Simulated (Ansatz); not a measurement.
Chalcopyrite ZnGeP₂ was calculated with PBE-D4 in Ansatz (plane waves, PAW).

Settings: plane-wave cutoff 520 eV, 10×10×10 k mesh, Fermi–Dirac smearing 0.01 eV, scalar-relativistic PAW data made under PBE.

Computed at the level's own relaxed cell.

Predict the equilibrium volume per atom, lattice parameter c and lattice parameter a.


equilibrium volume per atom: 19.77 Å³/atom
lattice parameter c: 10.715 Å
lattice parameter a: 5.433 Å

Measured, for comparison: lattice parameter c 10.74 Å, lattice constant a 5.463 Å (temperature not stated, no zero-point or thermal correction; as tabulated in Rashkeev et al. (1999), arXiv:cond-mat/9809378). Computed (rounded) less measured: lattice parameter c -0.2 %, lattice constant a -0.5 %. A static lattice is as a rule a little smaller and stiffer than an uncorrected measurement, which narrows the difference in the lattice constant a and would widen misses of the other sign.

Note: the bulk modulus comes from volumes at which shape and atoms were relaxed.

The result took very roughly 40 core-minutes.

Ansatz is an electronic-structure program.
